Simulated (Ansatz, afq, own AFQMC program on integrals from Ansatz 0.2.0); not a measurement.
## Where AFQMC and coupled cluster stand for MgSe⁺, doublet

| atom | x (Å) | y (Å) | z (Å) |
| --- | --- | --- | --- |
| Se | 0.0000 | 0.0000 | 0.0000 |
| Mg | 0.0000 | 0.0000 | 2.3695 |

Basis cc-pVDZ. Noble-gas cores (and the filled d shells of Ga–Kr and In–Xe) are frozen. Ansatz 0.2.0 and our own AFQMC program on the same integrals; the CISD trial comes from CCSD amplitudes, and released means the phaseless constraint is let go. ± is one standard error of the sampling. No spin–orbit coupling.

Determinant: ROHF, the one that the program's search chose, which needn't be the lowest solution. The geometry is a PBE0/def2-TZVP stationary point of this or a neighbouring charge and spin state.

No full CI on the walks' own integrals is used here; CCSDT(Q) serves as the reference and is uncertain by about the last step of the cluster series.

Cautions: no relativity below Rb; no spin-orbit coupling; inner d shell frozen.

```
T1 diagnostic                               : 0.0272
weight of the determinant in the CISD state : 0.913
size of the correlated space                : 7 electrons in 26 orbitals
```

Reference: CCSDT(Q), correlation energy -3.467 eV. The released energy is read at 2.40 1/Eh (meV from the phaseless value at times in 1/Eh: -5 ± 10 at 0.24, -6 ± 9 at 0.51, -6 ± 10 at 0.99, -15 ± 16 at 1.62, -10 ± 14 at 2.40).

```json
{"level": "HF", "E − E(reference) (meV)": "3467.3", "share of correlation (%)": "0.00"}
{"level": "MP2", "E − E(reference) (meV)": "575.8", "share of correlation (%)": "83.39"}
{"level": "CCSD", "E − E(reference) (meV)": "127.2", "share of correlation (%)": "96.33"}
{"level": "CCSD(T)", "E − E(reference) (meV)": "26.1", "share of correlation (%)": "99.25"}
{"level": "CCSDT", "E − E(reference) (meV)": "7.6", "share of correlation (%)": "99.78"}
{"level": "ph-AFQMC/HF", "E − E(reference) (meV)": "-81.9 ± 67.0", "share of correlation (%)": "102.36"}
{"level": "ph-AFQMC/CISD", "E − E(reference) (meV)": "-4.5 ± 8.3", "share of correlation (%)": "100.13"}
{"level": "released AFQMC", "E − E(reference) (meV)": "-14.9 ± 14.2", "share of correlation (%)": "100.43"}
```

A walk keeps the symmetry of its determinant, which the program's search chose and which needn't be the lowest solution, so a lower state of the same spin and another symmetry isn't excluded. Released energies are given only where the last usable release times agree within the noise; a slower fall can still hide under it.
